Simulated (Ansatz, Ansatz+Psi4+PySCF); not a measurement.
```xyz
6

C    -0.0267   -0.4249   -0.0925
O    -0.0146   -0.4268    1.1850
N     0.0484    0.6680   -0.8578
H     0.0499   -1.3602   -0.6420
H    -0.0239    0.5722   -1.8969
H    -0.0421    1.6132   -0.4096
```

Basis set: cc-pVTZ (spherical functions). Correlated methods keep 3 orbitals frozen. Charge 0, multiplicity 1.

Computed with Ansatz (development build ahead of 0.2.0); each method stands on the lowest determinant of its kind that the runs found. Restricted open shells among the atoms or ions are ROHF, correlated in semicanonical orbitals with singles.

The atomization energy at this shape (free ground-state atoms in the same class of orbitals less the molecule, no zero-point energy) of singlet CH3NO:

```csv
method,atomization energy
RHF,373.94 kcal/mol
```

(1) What does RHF-MP2 give?

Answers

(1) 556.77 kcal/mol. Caution: the shape is not the minimum.
